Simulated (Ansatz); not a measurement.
Worked example: correlation energy of PH, quintet

Geometry: that of the PH⁻, quartet, kept fixed. The triplet lies 5.8 eV lower here.

```xyz
2

P     0.0000    0.0000    0.0000
H     0.0000    0.0000    1.5586
```

Basis aug-cc-pVDZ; Ansatz 0.2.0. Correlated methods freeze the noble-gas cores, which leaves 6 electrons in 31 orbitals. Prefix R: restricted or restricted open-shell reference; prefix U: unrestricted.

Full CI is exact within this basis and frozen core; it isn't the basis-set limit. The frozen core follows each run's orbitals, which can shift R against U totals by a few meV.

UCCSD has a T1 diagnostic of 0.027 and a largest doubles amplitude of 0.05.

Runs differ by some tens of microhartree through their thresholds and, for an open shell, their frozen cores, so the step to full CI, which has another core, is uncertain by up to 0.1 kcal/mol.

```tsv
level	total energy (hartree)
UHF	-341.089232
UMP2	-341.160589
UCCSD	-341.180688
UCCSD(T)	-341.182873
UCCSDT	-341.183424
UCCSDT(Q)	-341.183542
full CI	-341.183567
```

What is the correlation energy at full CI, and what share of it do UMP2 and UCCSDT recover?

E(corr) = -341.183567 − (-341.089232) = -0.094335 hartree = -2.567 eV. UMP2: -0.071357 / -0.094335 = 75.64 %. UCCSDT: -0.094192 / -0.094335 = 99.85 %.

By how many kcal/mol does UCCSD(T) miss full CI (1 hartree = 627.509 kcal/mol), and which steps make up the rest?

-341.182873 − (-341.183567) = 0.000694 hartree = 0.44 kcal/mol. Steps: UCCSDT − UCCSD(T) = -0.35, UCCSDT(Q) − UCCSDT = -0.07, full CI − UCCSDT(Q) = -0.02 kcal/mol. That is within 1 kcal/mol of the reference in this basis, which itself misses far more of the correlation at the basis-set limit.
